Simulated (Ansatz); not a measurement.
## Worked example: Al2GaH, triplet against Al2GaH, singlet

Geometry (PBE0/def2-TZVP stationary point of a singlet), kept for both states (Al2GaH, singlet: A'; Al2GaH, triplet: A''):

```json
{"atom": "Al", "x (Å)": "0.0000", "y (Å)": "-1.6024", "z (Å)": "-0.5088"}
{"atom": "Ga", "x (Å)": "0.0000", "y (Å)": "0.3290", "z (Å)": "0.8726"}
{"atom": "Al", "x (Å)": "0.0000", "y (Å)": "0.6907", "z (Å)": "-1.6369"}
{"atom": "H", "x (Å)": "0.0000", "y (Å)": "1.6437", "z (Å)": "-2.9214"}
```

Basis cc-pVDZ; Ansatz 0.2.0. Only valence electrons are correlated (noble-gas cores and the filled d shells of p-block atoms frozen). Prefix R: restricted or restricted open-shell reference. No spin–orbit coupling is included, and no scalar relativity.

Full CI isn't at hand for all of this; RCCSDT(Q) serves as the reference, and is uncertain by about the last step of the cluster series.

Unrestricted Kohn–Sham rows aren't spin-pure: their determinants' ⟨S²⟩ exceeds S(S+1) by up to 0.32, so they mix in states of higher spin.

| level | E(Al2GaH, singlet) (hartree) | E(Al2GaH, triplet) (hartree) |
| --- | --- | --- |
| RCCSD(T) | -2407.789036 | -2407.773991 |
| PBE | -2409.671494 | -2409.660625 |
| PBE0 | -2409.749526 | -2409.742489 |
| RCCSDT(Q) | -2407.792170 | -2407.776789 |

Question: Give the vertical gap, Al2GaH triplet less Al2GaH singlet, at each level in eV (1 hartree = 27.2114 eV), and each error against RCCSDT(Q).

Answer: RCCSDT(Q): (-2407.776789 − (-2407.792170)) × 27.2114 = 0.419 eV (the reference)
PBE0: (-2409.742489 − (-2409.749526)) × 27.2114 = 0.191 eV, error -0.228 eV
PBE: (-2409.660625 − (-2409.671494)) × 27.2114 = 0.296 eV, error -0.123 eV
RCCSD(T): (-2407.773991 − (-2407.789036)) × 27.2114 = 0.409 eV, error -0.010 eV

Total energies of functionals can't be set beside those of wave-function methods, since they hold the core's correlation and their own absolute errors; only the differences compare.

In so small a basis the reference is far from its limit while semilocal and hybrid functionals are nearer theirs, so the functionals' errors here hold much of the reference's basis and frozen-core error, which can add to them or hide them.

Each level lands on the state that its own search finds. T1 diagnostics of restricted CCSD: 0.020 and 0.026.
